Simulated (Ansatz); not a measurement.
Species: H4Si, SMILES `[SiH4]` with one electron removed (charge 1, multiplicity 2), formula H$_{4}$Si.

Task: How many basis functions does frozen-core CCSD(T)/cc-pVTZ // CAM-B3LYP-D3(BJ)/def2-TZVP (Ansatz, an electronic-structure program) use, how many core orbitals are frozen, and how many electrons are correlated?

Result: 90 basis functions and 5 frozen orbitals, which leaves 7 correlated electrons. Core time is of the order of minutes.
